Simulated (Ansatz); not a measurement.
Task: a rigid scan of one bond length of C₃H₅Cl, SMILES C=CCCl, with Ansatz's Python interface. Give the script and its output. Level of theory (for the species named): MP2, cc-pVDZ basis, multiplicity 1.

```xyz
9

C    -0.2533    1.2795   -0.4336
C     0.3483    0.1535   -0.3853
C     0.0349   -0.9239    0.5941
Cl   -0.3400   -2.3949   -0.2493
H    -0.0397    2.0593   -1.2123
H    -1.1110    1.5817    0.2359
H     1.1808   -0.0320   -1.0910
H    -0.7005   -0.6390    1.2895
H     0.9689   -1.1304    1.2350
```

Script `scan_c3h5cl.py`:
```python
import ansatz as az
import numpy as np

BASIS = "cc-pVDZ"
LEVEL = "MP2"


def main() -> None:
    geometry_ang = [
        ("C", (-0.2533, 1.2795, -0.4336)),
        ("C", (0.3483, 0.1535, -0.3853)),
        ("C", (0.0349, -0.9239, 0.5941)),
        ("Cl", (-0.34, -2.3949, -0.2493)),
        ("H", (-0.0397, 2.0593, -1.2123)),
        ("H", (-1.111, 1.5817, 0.2359)),
        ("H", (1.1808, -0.032, -1.091)),
        ("H", (-0.7005, -0.639, 1.2895)),
        ("H", (0.9689, -1.1304, 1.235)),
    ]
    geometry = az.Crystal.molecule()
    for symbol, xyz in geometry_ang:
        geometry = geometry.atom(symbol, xyz)

    symbols = [site.symbol for site in geometry.cartesian_sites]
    start = np.array([site.position_ang for site in geometry.cartesian_sites])
    axis = (start[0] - start[1]) / np.linalg.norm(start[0] - start[1])
    moving = [0, 4, 5]
    lengths, energies = [1.124, 1.175, 1.226, 1.278, 1.329, 1.38, 1.431, 1.508], []
    for length in lengths:
        xyz = start.copy()
        xyz[moving] += (length - np.linalg.norm(start[0] - start[1])) * axis
        point = az.Crystal.molecule()
        for symbol, place in zip(symbols, xyz):
            point = point.atom(symbol, place.tolist())
        base = (
            point.calculation()
            .basis(gaussian=BASIS)
            .correlation(LEVEL)
        )
        data = base.run(threads=1, backend="cpu").report
        energies.append(data["free_energy_ev"])
        print(f"r = {length:6.3f} A  E = {energies[-1]:.5f} eV  <S^2> = {abs(data['mean_field']['state']['spin_squared']):.3f}")

    fit = np.polynomial.Polynomial.fit(lengths, np.array(energies) - min(energies), 4).convert()
    roots = [r.real for r in fit.deriv().roots() if abs(r.imag) < 1e-9 and fit.deriv(2)(r.real) > 0]
    r_e = min(roots, key=lambda r: abs(r - lengths[int(np.argmin(energies))]))
    print(f"minimum of the fit at {r_e:.4f} A, force constant {fit.deriv(2)(r_e):.2f} eV/A^2")


if __name__ == "__main__":
    main()
```

Output of `python scan_c3h5cl.py`:
```text
r =  1.124 A  E = -15686.15448 eV  <S^2> = 0.000
r =  1.175 A  E = -15687.23018 eV  <S^2> = 0.000
r =  1.226 A  E = -15687.91287 eV  <S^2> = 0.000
r =  1.278 A  E = -15688.29859 eV  <S^2> = 0.000
r =  1.329 A  E = -15688.44506 eV  <S^2> = 0.000
r =  1.380 A  E = -15688.41836 eV  <S^2> = 0.000
r =  1.431 A  E = -15688.26246 eV  <S^2> = 0.000
r =  1.508 A  E = -15687.85679 eV  <S^2> = 0.000
minimum of the fit at 1.3448 A, force constant 59.82 eV/A^2
```

What to keep in mind:
- Total energies depend on the basis set; only differences at equal settings carry meaning.
- The rest of the molecule is held rigid at a force-field or estimated start geometry, and the basis set is modest; single-reference methods fail as a bond breaks.
- The orbitals are restricted, so S² is zero by construction.
- Toward dissociation an unrestricted state can lie under the restricted one, by tenths of an eV for polar bonds under a functional and by 1 to 2 eV or more for others.
- S² is that of the Hartree-Fock reference.
- The whole script took 8.3 s on 1 thread of Intel(R) Xeon(R) Processor @ 2.30GHz (shared host), peak memory 0.26 GiB.
